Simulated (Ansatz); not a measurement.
The input, for Ansatz 0.2.0:

```yaml
crystal:
  periodic: [false, false, false]
  atoms:
    - {symbol: C, position_ang: [0.000000, 0.000000, 0.000000]}
    - {symbol: Ga, position_ang: [0.000000, 0.000000, 2.001600]}
basis:
  gaussian: {orbitals: cc-pVTZ}
total_charge: 1
magnetization: {spin_polarized: false, initial_magnetization: 2}
correlation: {method: sc_nevpt2, electrons: outside_noble_gas, active_space: {window: {electrons: 6, orbitals: 8}, shells: [{species: C, l: s, shell: 2}, {species: C, l: p, shell: 2}, {species: Ga, l: s, shell: 4}, {species: Ga, l: p, shell: 4}]}}
```

```sh
$ ansatz run in.yaml --threads 1 --pin off --events-out ev --progress --plain --max-ram 2393MiB
```

Output:

```
841 factors; integrals over basis functions are off by at most 1.5e-7 eV
mean field evaluation 1: about -53350.6933 eV, gradient 2.5e1 eV
mean field evaluation 2: about -53350.7527 eV, gradient 2.4e1 eV
mean field evaluation 4: about -53352.7523 eV, gradient 1.1e1 eV
mean field evaluation 8: about -53353.7229 eV, gradient 2.0e0 eV
mean field evaluation 16: about -53353.7901 eV, gradient 9.2e-7 eV
mean field evaluation 32: about -53353.7901 eV, gradient 6.2e-2 eV
mean field evaluation 64: about -53353.5890 eV, gradient 1.2e0 eV
mean field evaluation 96: about -53353.7900 eV, gradient 3.0e-2 eV
mean field evaluation 128: about -53353.7855 eV, gradient 2.1e-1 eV
mean field evaluation 160: about -53346.7063 eV, gradient 8.2e0 eV
mean field evaluation 192: about -53353.6294 eV, gradient 4.0e-4 eV
mean field -53353.79020684 eV, -1960.7156256034 hartree, gradient 2.0e-6 eV, S^2 2.000000; 14 other end points of the search recorded, 0 dependent functions left out
reference -53353.79020684 eV, -1960.7156256034 hartree; 19, 17 occupied and 54, 56 virtual orbitals, 841 factors
state -53356.16404818 eV, -1960.8028626636 hartree
state -53356.16404818 eV, -1960.8028626636 hartree; corrected -53357.96878784 eV, -1960.8691856230 hartree
Total energy: -53357.96878784 eV, -1960.8691856230 hartree
Checks for a lower state left out: starts, orbital_swaps
```

Natural occupations: 1.9670 1.7867 0.9865 0.9865 0.1964 0.0286 0.0286 0.0196.

Ran on 1 thread of Arm Neoverse N1, shared host: 17 s wall, 0.27 GiB peak host memory.
